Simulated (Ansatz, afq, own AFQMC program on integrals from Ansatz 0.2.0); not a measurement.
# BH4, doublet: AFQMC among the cluster methods

```yaml
atoms:
  - { symbol: B, position_ang: [0.0000, 0.0000, 0.0000] }
  - { symbol: H, position_ang: [0.4147, 0.8125, 0.8107] }
  - { symbol: H, position_ang: [-0.4243, -0.8077, 0.8105] }
  - { symbol: H, position_ang: [-0.4128, 0.8086, -0.8154] }
  - { symbol: H, position_ang: [0.4225, -0.8134, -0.8057] }
```

Basis 6-31G. Only valence electrons are correlated. AFQMC by an in-house program on the Cholesky factors that Ansatz 0.2.0 writes for its CCSD(T) run. The CISD trial takes its coefficients from CCSD amplitudes. Released means that phaseless walkers are propagated on without the constraint, phases kept. Free AFQMC starts from the CCSD state and is never constrained. Its projection time is finite, and what remains of the start isn't in its error. ± is one standard error of the sampling.

Determinant: UHF, the one that the program's search chose, which needn't be the lowest solution. The geometry is a point of a scan.

Full CI on the same integrals is exact in this basis and with this determinant's frozen core.

The T1 diagnostic is 0.0129 and the weight of the determinant in the CISD state is 0.939. The ⟨S²⟩ of the determinant is 0.763 and the size of the correlated space is 7 electrons in 16 orbitals.

```
  level  correlation energy (eV)
    MP2                  -1.8918
   CCSD                  -2.5267
CCSD(T)                  -2.5706
```

(1) Estimate where AFQMC with the constraint released lies against CCSD(T) on the same integrals.

(1) 1.4 ± 0.2 kJ/mol below CCSD(T).

Reference: full CI, correlation energy -2.587 eV. The released energy is read at 2.40 1/Eh (meV from the phaseless value at times in 1/Eh: -1.7 ± 2.0 at 0.24, -1.3 ± 1.9 at 0.51, -2.5 ± 2.0 at 0.99, -3.6 ± 2.2 at 1.62, -6.3 ± 2.1 at 2.40).

| level | E − E(reference) (kJ/mol) | share of correlation (%) |
| --- | --- | --- |
| CCSD(T) | 1.6 | 99.37 |
| CCSDT | 0.2 | 99.94 |
| CCSDT(Q) | 0.0 | 99.99 |
| CCSDTQ | 0.0 | 100.00 |
| ph-AFQMC/CISD | 0.8 ± 0.2 | 99.70 |
| released AFQMC | 0.1 ± 0.2 | 99.94 |
| free AFQMC | -0.1 ± 0.3 | 100.03 |

CCSDT and higher add their correlation energy to the determinant of the CCSD(T) run, since their own runs factorise the integrals more tightly (a shift of under 2 meV). Free projections are given only where their last times agree within the noise and don't stop above the reference; a slow remainder of the start can still hide under it. A walk keeps the symmetry of its determinant, which the program's search chose and which needn't be the lowest solution, so a lower state of the same spin and another symmetry isn't excluded. Released energies are given only where the last usable release times agree within the noise; a slower fall can still hide under it.
